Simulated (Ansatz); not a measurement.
## What each rung costs and misses: atomization of H$_{2}$, singlet

Geometry (MP2(full)/6-31G*, from the G2/97 set):

```yaml
atoms:
  - { symbol: H, position_ang: [0.0000, 0.0000, 0.0000] }
  - { symbol: H, position_ang: [0.0000, 0.0000, 0.7372] }
```

Measured, as an electronic atomization energy: 458.6 kJ/mol (G2/97 heats of formation of molecule and atoms, with zero-point and thermal terms from B3LYP taken off; Curtiss et al., J. Chem. Phys. 106, 1063 (1997), Staroverov et al., J. Chem. Phys. 119, 12129 (2003)). Atoms are taken at the same level; beside RHF, RMP2 and RCC rows they are unrestricted. The atoms' steps beyond CCSDT(Q) are taken from restricted open-shell runs, which share full CI's core. Ansatz 0.2.0; a miss is computed less measured; times are wall times on shared hosts and scatter by a factor of two or so. A small miss in a small set is a cancellation of the method's error against the basis error.

```csv
level,basis,miss (kJ/mol),time of the run,hardware
RHF,STO-3G,23.8,0.03 s,1 CPU thread
RCCSD(T),STO-3G,77.4,0.06 s,1 CPU thread
full CI,STO-3G,77.4,0.03 s,1 CPU thread
PBE,STO-3G,127.8,0.06 s,1 CPU thread
wB97M-V,STO-3G,153.0,0.09 s,1 CPU thread
B2PLYP,STO-3G,117.8,0.06 s,1 CPU thread
RHF,6-31G,-116.4,0.03 s,1 CPU thread
RCCSD(T),6-31G,-51.2,0.06 s,1 CPU thread
MRCISD+Q (valence space),6-31G,-51.1,0.09 s,1 CPU thread
PBE,6-31G,-20.1,0.06 s,1 CPU thread
B3LYP,6-31G,0.7,0.06 s,1 CPU thread
B2PLYP,6-31G,-21.3,0.06 s,1 CPU thread
RHF,cc-pVDZ,-117.0,0.03 s,1 CPU thread
RMP2,cc-pVDZ,-47.8,–,–
RCCSD(T),cc-pVDZ,-26.1,0.06 s,1 CPU thread
PBE,cc-pVDZ,-32.0,0.06 s,1 CPU thread
wB97M-V,cc-pVDZ,-12.5,0.12 s,1 CPU thread
B2PLYP,cc-pVDZ,-20.9,0.06 s,1 CPU thread
RHF,cc-pVQZ,-107.8,0.06 s,1 CPU thread
RMP2,cc-pVQZ,-20.9,–,–
RCCSD(T),cc-pVQZ,-2.0,0.18 s,1 CPU thread
MRCISD+Q (valence space),cc-pVQZ,-1.9,0.36 s,1 CPU thread
full CI,cc-pVQZ,-2.0,0.57 s,1 CPU thread
PBE,cc-pVQZ,-20.7,0.12 s,1 CPU thread
B3LYP,cc-pVQZ,3.1,0.09 s,1 CPU thread
wB97M-V,cc-pVQZ,-4.2,0.24 s,1 CPU thread
B2PLYP,cc-pVQZ,-3.5,0.15 s,1 CPU thread
RHF,cc-pVTZ,-108.4,0.03 s,1 CPU thread
RMP2,cc-pVTZ,-25.3,–,–
RCCSD(T),cc-pVTZ,-5.2,0.12 s (with forces),1 CPU thread
full CI,cc-pVTZ,-5.2,0.06 s,1 CPU thread
PBE,cc-pVTZ,-20.7,0.06 s,1 CPU thread
B3LYP,cc-pVTZ,2.6,0.06 s,1 CPU thread
B2PLYP,cc-pVTZ,-5.2,0.09 s,1 CPU thread
RMP2,6-31G*,-70.9,–,–
PBE,6-31G*,-20.1,0.06 s,1 CPU thread
r2SCAN,6-31G*,-11.4,0.15 s,1 CPU thread
B3LYP,6-31G*,0.7,0.06 s,1 CPU thread
wB97M-V,6-31G*,-1.7,0.12 s,1 CPU thread
B2PLYP,6-31G*,-21.3,0.06 s,1 CPU thread
```

HF's time is that of a plain UHF run. A dash: the level came out of a higher level's run.

A composite of the best parts (restricted reference, at this geometry, which isn't the minimum of the high levels):

| part | kJ/mol |
| --- | --- |
| Hartree–Fock limit (T, Q; exp(−5.46 √X)) | 350.94 |
| CCSD(T) correlation limit (T, Q; X⁻³) | 107.64 |
| sum | 458.6 |
| sum less measured | 0.0 |
